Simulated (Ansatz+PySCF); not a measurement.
# doublet SiH: levels of theory in one basis

```xyz
2

Si    0.0000    0.0000   -0.1109
H     0.0000    0.0000    1.5530
```

Basis set: def2-SVP (spherical functions). Correlated methods keep 5 orbitals frozen. Correlation on ROHF uses semicanonical orbitals with singles. Charge 0, multiplicity 2.

Computed with Ansatz (development build ahead of 0.2.0); each method stands on the lowest determinant of its kind that the runs found. NEVPT2 correlates all electrons. Active spaces start from the frontier orbitals, and the lowest solution found is given.

| method | E − E(ROHF) (eV) | <S²> of the determinant |
| --- | --- | --- |
| ROHF | 0.00 | 0.75 |
| UHF | -0.11 | 0.76 |
| ROHF-MP2 | -1.85 | – |
| UHF-MP2 | -1.84 | 0.76 |
| ROHF-CCSD | -2.49 | – |
| UHF-CCSD | -2.50 | 0.76 |
| ROHF-CCSD(T) | -2.54 | – |
| CASSCF(5,5) | -0.96 | – |

Question: What does SC-NEVPT2(5,5) give on the same scale?

Answer: -2.29 eV. NEVPT2 here correlates all electrons, so it doesn't share the others' frozen core.

Question: Is a single determinant a sound starting point here?

Answer: By this sign, yes. Unrestricted orbitals gain 0.11 eV and <S²> is 0.76 against 0.75 for a pure state. The CASSCF(5,5) natural occupations are 1.97, 1.93, 1.00, 0.06, 0.04.
